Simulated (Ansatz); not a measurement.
A made-up structure of CH₆BS (charge +1), singlet:

```xyz
9
angstrom
B -0.0567 -0.0287 -1.2003
C 0.6905 -0.4247 0.1437
S -0.2925 0.2641 1.4980
H -0.9224 -0.7399 -1.6004
H 0.1868 1.0245 -1.6970
H 1.6804 0.0152 0.2948
H 0.7351 -1.4927 0.3758
H -1.5340 -0.1459 1.1383
H 0.5023 0.9503 -0.9729
```

It is relaxed with PBE-D4/def2-SVP and then PBE0-D4/def2-TZVP (Ansatz 0.2.0). Atoms count as bonded within 1.22 times the sum of their covalent radii (H–H: 0.88 Å). The end point is not checked to be a true minimum.

Question: Does its bonding change? (Judge from chemistry; the calculation decides.)

Answer: The calculation gives: Yes. Formed: B1–S3; broken: none.

Where it ends: The first stage lowers the energy by 2.40 eV in 10 steps. It ends as CH₆BS ([H]1[H][BH]12[CH2][SH]2), total charge +1:
| atom | x (Å) | y (Å) | z (Å) |
| --- | --- | --- | --- |
| B1 | -0.1504 | -0.0031 | -0.8552 |
| C2 | 0.8168 | -0.5411 | 0.2259 |
| S3 | -0.4971 | 0.5064 | 0.9780 |
| H4 | -0.9387 | -0.5440 | -1.5451 |
| H5 | -0.0388 | 1.2388 | -1.4651 |
| H6 | 1.7853 | -0.1032 | 0.4465 |
| H7 | 0.7417 | -1.5906 | 0.4910 |
| H8 | -1.4444 | -0.4416 | 1.1351 |
| H9 | 0.7150 | 0.9006 | -1.4311 |

Labels in which every atom is bracketed show which atoms are joined, not bond orders.

For scale, one of the runs: PBE0-D4/def2-TZVP relaxation, 135 basis functions, launched by `ansatz run in.yaml --threads 2 --pin off --events-out ev --progress --plain --max-ram 4352MiB`. The run took about 18 s on 2 CPU threads of an Arm Neoverse V2 (shared host).
